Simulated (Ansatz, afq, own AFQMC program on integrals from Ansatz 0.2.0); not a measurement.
Two steps: Ansatz 0.2.0 writes the Fock matrix and Cholesky factors of the valence space, and afq projects on them the lowest state that overlaps trial and start.

```yaml
crystal:
  periodic: [false, false, false]
  atoms:
    - {symbol: B, position_ang: [0.000000, 0.000000, -1.472133]}
    - {symbol: C, position_ang: [0.000000, 0.000000, -0.102133]}
    - {symbol: Si, position_ang: [0.000000, 0.000000, 1.574267]}
basis:
  gaussian: {orbitals: cc-pVDZ}
magnetization: {spin_polarized: false, initial_magnetization: 1}
correlation: {method: ccsd_t, electrons: outside_noble_gas, hamiltonian_folder: ham}
```

```sh
$ ansatz run in.yaml --threads 1 --pin off --events-out ev --progress --plain --max-ram 1843MiB
```

afq runs on the folder ham with

```
--method phaseless --trial hf --walkers 120 --populations 1 --least-time 40 --time-step 0.005 --steps-per-block 20 --equilibration-blocks 112 --max-blocks 600 --target-error 0.0012000 --factor-cut 1e-05 --start spin_pure --seed 9759 --taylor-order 6
```

Times are imaginary, in 1/Eh. The walk had a cap of 1475 s.

```
orbitals 39  electrons 6 5  factors 297 of 453
reference energy -351.31573001 Eh
CCSD correlation -0.27498389 Eh in 15 cycles, weight of the determinant in the CISD state 0.8267
energy of the start -351.315730 Eh
 block  time / (1/Eh)  mean weight  energy / Eh
     1     0.100  1.0013  -351.362280
     2     0.200  1.0009  -351.405468
     3     0.300  1.0010  -351.429867
     4     0.400  1.0026  -351.443631
     5     0.500  1.0024  -351.473144
     8     0.800  1.0021  -351.511088
    18     1.800  0.9996  -351.602357
    69     6.900  0.9985  -351.622472
   120    12.000  1.0007  -351.589614
   171    17.100  1.0007  -351.605502
   222    22.200  0.9984  -351.598076
   273    27.300  1.0009  -351.593515
   324    32.400  0.9982  -351.588976
   375    37.500  1.0008  -351.638856
   426    42.600  1.0001  -351.629612
   477    47.700  0.9994  -351.571953
   528    52.800  0.9978  -351.625826
   579    57.900  1.0007  -351.608205
   596    59.600  1.0011  -351.564049
   630    63.000  0.9984  -351.666758
   681    68.100  1.0031  -351.611883
   698    69.800  1.0000  -351.604498
blocks merged  error / Eh  count
     1  0.001042  600
     2  0.001381  300
     4  0.001832  150
     8  0.002229  75
    16  0.002781  37
    32  0.003071  18
    64  0.002983  9
energy -351.605451 +/- 0.003071 Eh
(rows thinned)
```

Estimate how long the walk took on 1 thread of AMD EPYC 9R45 (Zen 5), with other jobs on the host.

2.5 min of wall time.

The run passed its tests (sampling time, drift between the halves within three errors, error under three times the target), which doesn't prove that it has relaxed.

Against this walk (error 83.6 meV) on the same determinant: CCSD(T) 118.8 meV lower (within the noise), CCSDT(Q) 206.1 meV lower, a separate phaseless walk with a CISD trial and standard settings 132.7 ± 88.4 meV lower (within the noise). The error is statistical and leaves out the bias of the constraint. None of these is a sure reference here.

Cautions: constraint bias not in the error; error above the target (83.6 against 32.7 meV); higher spins were not checked; a spin-contaminated unrestricted determinant lies lower (UHF 187 meV lower, ⟨S²⟩ 1.05); (T) is large, 7 % of the CCSD correlation.

CCSDT and higher add their correlation energy to the determinant of the CCSD(T) run, since their own runs factorise the integrals more tightly (a shift of under 2 meV). A walk keeps the symmetry of its determinant, which the program's search chose and which needn't be the lowest solution, so a lower state of the same spin and another symmetry isn't excluded.
